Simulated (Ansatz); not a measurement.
# C2H4OS: the cost of one run

Computed with Ansatz 0.2.0 through its Python package. Level of theory: r2SCAN/cc-pVDZ.

## (1) Starting point

The script builds its own geometries from the SMILES O=CCS.

No structure file is read: the coordinates are typed or built in the script.

## (2) The code

The input, c2h4os.py:

```python
# -*- coding: utf-8 -*-
import ansatz as az
from rdkit import Chem
from rdkit.Chem import AllChem

rd = Chem.AddHs(Chem.MolFromSmiles("O=CCS"))
ids = list(AllChem.EmbedMultipleConfs(rd, numConfs=20, randomSeed=279, pruneRmsThresh=0.4))
field = [energy for _, energy in AllChem.MMFFOptimizeMoleculeConfs(rd)]
distinct = {round(e, 2): i for i, e in zip(ids, field)}
chosen = sorted(distinct.items())[:5]
found = []
for force_field, index in chosen:
    mol = az.Crystal.molecule()
    for atom, xyz in zip(rd.GetAtoms(), rd.GetConformer(index).GetPositions()):
        mol = mol.atom(atom.GetSymbol(), xyz.round(5).tolist())
    calculation = (
        mol.calculation()
        .basis(gaussian="cc-pVDZ")
        .functional("r2scan")
    )
    found.append(calculation.run().report["free_energy_ev"])
print("conformer   MMFF (kcal/mol)   this level (kcal/mol)")
for (force_field, index), e in zip(chosen, found):
    print(f"{index:9d} {force_field - chosen[0][0]:17.2f} {23.060548 * (e - min(found)):17.3f}")
```

## (3) What the engine is handed

The engine receives this input (first run):

```yaml
crystal:
  periodic: [false, false, false]
  atoms:
    - { symbol: O, position_ang: [-1.62793, 0.92072, -0.68868] }
    - { symbol: C, position_ang: [-0.92894, 0.42872, 0.19323] }
    - { symbol: C, position_ang: [0.10574, -0.63083, -0.06498] }
    - { symbol: S, position_ang: [1.73549, -0.01008, 0.41964] }
    - { symbol: H, position_ang: [-1.05276, 0.73636, 1.24629] }
    - { symbol: H, position_ang: [0.11059, -0.89233, -1.12653] }
    - { symbol: H, position_ang: [-0.14647, -1.51793, 0.52166] }
    - { symbol: H, position_ang: [1.80429, 0.96538, -0.50062] }
basis:
  gaussian:
    orbitals: cc-pVDZ
hamiltonian:
  xc: r2scan
```

## (4) Launch

The run is started by

```bash
python c2h4os.py
```

Q: Estimate wall time and peak memory on 1 thread of Arm Neoverse V2, shared host.

About 11 s, with a peak of 0.25 GiB.
